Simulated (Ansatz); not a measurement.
Two isomers of C5H8: A = `C=CC(=C)C`, B = `C=CC1CC1`.

Isolated molecules relaxed with PBE0-D4/def2-TZVP in Ansatz; ΔE leaves out vibrations. CCSD(T)/CBS is the MP2 limit (def2-TZVPP, def2-QZVPP) plus CCSD(T) − MP2 in def2-TZVPP, frozen cores. DFT in def2-TZVPP. Each species was taken in one conformer, which may not be the lowest.

A:

```xyz
13

C     0.5814    1.5196    1.1467
C     0.8311    0.8003    0.0540
C     0.0376   -0.3288   -0.4192
C     0.3984   -0.9676   -1.5360
C    -1.1659   -0.7389    0.3683
H     1.2211    2.3461    1.4309
H    -0.2642    1.3111    1.7923
H     1.6937    1.0534   -0.5579
H     1.2732   -0.6621   -2.0994
H    -0.1671   -1.8099   -1.9176
H    -1.6637   -1.5915   -0.0935
H    -1.8853    0.0820    0.4406
H    -0.8903   -1.0137    1.3907
```

B:

Z-matrix (Å, degrees):
```
C
C 1 1.467
C 1 1.507 2 119.4
C 1 1.507 2 119.4 3 -69.2
H 1 1.085 2 115.1 3 145.4
C 2 1.327 1 125.2 3 -145.5
H 2 1.090 1 115.6 3 34.5
H 3 1.083 1 117.6 2 142.4
H 3 1.083 1 117.2 2 -0.2
H 4 1.083 1 117.2 2 0.2
H 4 1.083 1 117.6 2 -142.4
H 6 1.083 2 121.5 1 -180.0
H 6 1.085 2 121.4 1 0.0
```

Task: Which is lower in electronic energy at CCSD(T)/CBS, and by how much? (An estimate is asked.)

Result: The calculation gave: A, by 11.4 kcal/mol.

Task: Give E(B) − E(A) in kcal/mol with B2PLYP, r2SCAN-D4, CCSD(T)/def2-SVP, ωB97M-V, LDA (SPW92), MP2/def2-TZVPP, HF/def2-TZVPP. (Estimate.)

Result: Ansatz gave: B2PLYP 11.6, r2SCAN-D4 9.9, CCSD(T)/def2-SVP 10.0, ωB97M-V 9.0, LDA (SPW92) 6.8, MP2/def2-TZVPP 8.9, HF/def2-TZVPP 12.0. None reverses the order clearly.

Task: Does the order hold for the free energy at 298.15 K (harmonic terms from PBE0-D4)? (An estimate is asked.)

Result: Computed: Yes: G(B) − G(A) = +12.3 kcal/mol, for one conformer each.

Largest T1 diagnostic: 0.011.

Leaving LDA and LC-ωPBE aside and taking each functional with its dispersion term where it has one, the values, not all of them listed here, spread over 8.0 kcal/mol, from PBE-QIDH to BLYP-D4. LDA lies −2.3 kcal/mol from PBE without D4. In def2-TZVPP, CCSD(T) changes the Hartree–Fock value by −1.1 kcal/mol (the triples alone add +0.7 kcal/mol) and MP2 by −3.2 kcal/mol.
